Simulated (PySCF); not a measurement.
System (SMILES): C#C (C2H2).
Geometry (B3LYP-D3(BJ)/def2-TZVP, fixed):
```xyz
4

C      0.0000     0.0000    -0.5984
C      0.0000     0.0000     0.5984
H      0.0000     0.0000     1.6611
H      0.0000     0.0000    -1.6611
```

How fast the isotropic shielding of H3 converges with the basis for several methods (PySCF): deviation from each method's own reference, in ppm. References: HF 30.24 ppm, the value in pcseg-3; PBE 30.38 ppm, the value in pcseg-3; PBE0 30.29 ppm, the value in pcseg-3. All functions are spherical. No added dispersion term, no relativity. GIAO; atoms are numbered in the order shown.

```csv
basis,functions,HF,PBE,PBE0
pcSseg-0,22,1.53,1.32,___
6-31G,22,1.12,1.10,___
def2-SVP,38,0.37,0.24,___
cc-pVDZ,38,0.15,0.08,___
6-311G**,48,0.43,0.41,___
def2-SVPD,56,0.16,0.04,___
aug-pcseg-1,64,0.06,-0.01,___
aug-cc-pVDZ,64,0.13,0.10,___
jun-cc-pV(T+d)Z,106,0.08,0.08,___
def2-TZVPPD,108,0.06,0.06,___
aug-cc-pVTZ,138,0.08,0.06,___
pcseg-3,186,0.00,0.00,___
```

Question: Some entries are withheld; supply them.

Answer: 
- pcSseg-0, PBE0: 1.36
- 6-31G, PBE0: 1.07
- def2-SVP, PBE0: 0.27
- cc-pVDZ, PBE0: 0.09
- 6-311G**, PBE0: 0.40
- def2-SVPD, PBE0: 0.08
- aug-pcseg-1, PBE0: 0.01
- aug-cc-pVDZ, PBE0: 0.11
- jun-cc-pV(T+d)Z, PBE0: 0.08
- def2-TZVPPD, PBE0: 0.06
- aug-cc-pVTZ, PBE0: 0.06
- pcseg-3, PBE0: 0.00

Mean absolute deviation over 6-311G**, jun-cc-pV(T+d)Z, def2-TZVPPD, aug-cc-pVTZ: PBE0 0.15, PBE 0.15, HF 0.16 ppm.
